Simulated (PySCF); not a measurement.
nitrogen dioxide (NO₂), SMILES [O]N=O, multiplicity 2. Geometry: TPSSh-D3(BJ)/def2-TZVP.

These are PySCF with TPSSh-D3(BJ)/def2-TZVP values and carry that method's errors.

Harmonic wavenumbers (cm⁻¹): 759, 1375, 1683. Rotational constants (GHz): 240.8, 13.02, 12.35; symmetry number 2.

Question: Work out the zero-point energy and the ideal-gas rigid-rotor harmonic-oscillator thermochemistry at 298.15 K and 1 atm.

Answer: ZPE = ½ Σ hcν = ½ × 3817 cm⁻¹ = 22.83 kJ/mol. H − E(el) = 33.01 kJ/mol. Entropy in J/(mol K): translation 156.50, rotation 76.48, vibration 1.13, spin 5.76, total 239.87. G − E(el) = -38.50 kJ/mol. Cp = 36.92 J/(mol K).
